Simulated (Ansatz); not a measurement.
Born–Oppenheimer molecular dynamics of C₃H₅ (8 atoms, charge 0, multiplicity 2). It starts from a relaxed structure.

Computed with UKS PBE0-D4/def2-SVP in Ansatz.

```json
{"ensemble": "NVE (velocity Verlet)", "time step": "0.25 fs", "steps asked": "300", "starting velocities drawn for": "400 K", "masses": "H 10 u", "seed": "225584"}
```

First frame:

```xyz
8
Properties=species:S:1:pos:R:3
C -0.961 0.684 -0.869
C -0.230 -0.307 -0.411
C 0.758 -0.609 0.626
H -1.644 0.565 -1.717
H -0.917 1.689 -0.416
H 0.991 0.286 1.235
H 1.702 -0.971 0.187
H 0.395 -1.394 1.309
```

**Question.** How far do the bonds stretch over the last three quarters of this one trajectory? (Pairs bonded in most of those frames.)

**Answer.** 
| bond | mean (Å) | spread (Å) | shortest | longest |
| --- | --- | --- | --- | --- |
| C1–C2 | 1.314 | 0.010 | 1.30 | 1.34 |
| C1–H4 | 1.100 | 0.010 | 1.08 | 1.12 |
| C1–H5 | 1.107 | 0.014 | 1.09 | 1.13 |
| C2–C3 | 1.464 | 0.027 | 1.42 | 1.51 |
| C3–H6 | 1.113 | 0.017 | 1.09 | 1.15 |
| C3–H7 | 1.105 | 0.016 | 1.07 | 1.13 |
| C3–H8 | 1.111 | 0.030 | 1.06 | 1.16 |

Mean temperature of the second half: 195 K. The conserved energy stayed within 0.0089 meV per atom of its start (net change 0.0035 meV per atom), so the integration is sound. The temperature averaged 0.49 of the 400 K drawn at the start: a run that starts near a minimum puts about half its kinetic energy into the potential. A run of 0.075 ps of so small a system gives no equilibrium averages.

Run time: 13 min on 1 thread of Arm Neoverse V1, with other jobs on the host, peak memory 0.14 GiB.
